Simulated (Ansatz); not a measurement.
Two shapes of doublet C2H.

Shape 1:

```xyz
3

H     0.0000    0.0000   -1.5530
C     0.0000    0.0000   -0.4767
C     0.0000    0.0000    0.7355
```

Shape 2:

```xyz
3

H    -0.0107    0.0462   -1.5373
C     0.0240   -0.0382   -0.4981
C     0.0095    0.0308    0.7737
```

Basis set: def2-TZVP (spherical functions). Left uncorrelated: 2 orbitals. Charge 0, multiplicity 2.

Computed with Ansatz (development build ahead of 0.2.0); each method stands on the lowest determinant of its kind that the runs found.

Problem. Which shape is lower in energy, and by how much in each method?

Solution.

| method | E(2) − E(1) (eV) |
| --- | --- |
| UHF | 0.163 |
| UHF-MP2 | 0.500 |

Shape 1 is lower. Caution: the unrestricted determinant is spin contaminated.
